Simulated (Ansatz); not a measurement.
Cost and result for the atomization energy of CH$_{3}$NOS, SMILES `CN=S=O` (7 atoms, 6 bonds).

| atom | x (Å) | y (Å) | z (Å) |
| --- | --- | --- | --- |
| C1 | 0.616 | 0.139 | 0.504 |
| N2 | -0.196 | 0.850 | -0.454 |
| S3 | -1.317 | 0.236 | -1.251 |
| O4 | -1.637 | -1.170 | -1.074 |
| H5 | 1.662 | 0.219 | 0.196 |
| H6 | 0.528 | 0.639 | 1.471 |
| H7 | 0.343 | -0.913 | 0.608 |

The species carries charge 0 and has multiplicity 1. All single points use the PBE0-D4/def2-TZVP geometry. Program: Ansatz. Hardware: A = 2 threads of an AMD EPYC 7R13 on a shared host; B = 2 threads of an AMD EPYC 7R13 on a shared host and a share of an NVIDIA H100 80 GB. Times are those of one run each, without the atoms' runs, and a repeat can differ threefold. Electronic energies, without spin–orbit coupling; frozen cores. CCSD(T)/CBS extrapolates def2-TZVPP and def2-QZVPP, and its time is that of the two runs behind it. T1 = 0.019; the RHF reference is unstable towards UHF. B3LYP takes the VWN-RPA correlation (the form of Gaussian; ORCA's B3LYP/G). HSE06 is the plane-wave form, built on full-range PBE exchange.

CCSD(T)/CBS is a level of theory with its own doubt, some kJ/mol a heavy atom from the limit and from the frozen cores, so smaller differences don't rank the functionals.

```
                                level  functions  wall time
           LDA (SPW92)/def2-TZVPP [A]        177      1.2 s
             revPBE-D4/def2-TZVPP [A]        177      1.6 s
               BLYP-D4/def2-TZVPP [A]        177      1.6 s
              HSE06-D4/def2-TZVPP [A]        177      2.7 s
                 CCSD(T)/def2-SVP [A]         75      2.8 s
B3LYP-D4/def2-TZVPP (with forces) [A]        177        3 s
                B2PLYP/def2-TZVPP [A]        177      4.8 s
                B97M-V/def2-TZVPP [A]        177      5.5 s
              PBE-QIDH/def2-TZVPP [A]        177        6 s
 ωB97M-V/def2-TZVPP (with forces) [A]        177        7 s
               CCSD(T)/def2-TZVPP [B]        177       18 s
               CCSD(T)/def2-QZVPP [B]        331       21 s
                    CCSD(T)/CBS(def2)          –       39 s
```

What atomization energy does each give, and how far from CCSD(T)/CBS? (Best estimate.)

Computed: 
| level | atomization (kcal/mol) | difference from CCSD(T)/CBS | per bond |
| --- | --- | --- | --- |
| LDA (SPW92)/def2-TZVPP [A] | 725.0 | 125.5 | 20.9 |
| revPBE-D4/def2-TZVPP [A] | 612.2 | 12.7 | 2.1 |
| BLYP-D4/def2-TZVPP [A] | 614.0 | 14.5 | 2.4 |
| HSE06-D4/def2-TZVPP [A] | 603.5 | 4.0 | 0.7 |
| CCSD(T)/def2-SVP [A] | 533.2 | -66.3 | -11.0 |
| B3LYP-D4/def2-TZVPP (with forces) [A] | 601.4 | 1.9 | 0.3 |
| B2PLYP/def2-TZVPP [A] | 595.2 | -4.3 | -0.7 |
| B97M-V/def2-TZVPP [A] | 603.3 | 3.8 | 0.6 |
| PBE-QIDH/def2-TZVPP [A] | 590.7 | -8.8 | -1.5 |
| ωB97M-V/def2-TZVPP (with forces) [A] | 602.7 | 3.2 | 0.5 |
| CCSD(T)/def2-TZVPP [B] | 575.7 | -23.8 | -4.0 |
| CCSD(T)/def2-QZVPP [B] | 590.2 | -9.3 | -1.5 |
| CCSD(T)/CBS(def2) | 599.5 | 0.0 | 0.0 |

From BLYP to BHLYP (50 % exact exchange), in def2-TZVPP and without D4, the atomization energy moves by −49.1 kcal/mol: exact exchange takes away binding that semilocal exchange gives to molecules. The D4 term adds +4.8 kcal/mol with B3LYP and +2.5 kcal/mol with PBE0; it sums over pairs of atoms, weighted by their polarisabilities, and B3LYP, whose exchange is more repulsive, gets the larger term. In def2-TZVPP, CCSD(T) changes the Hartree–Fock value by +217.0 kcal/mol (the triples alone add +18.4 kcal/mol) and MP2 by +239.3 kcal/mol; breaking electron pairs costs correlation energy, which Hartree–Fock lacks.
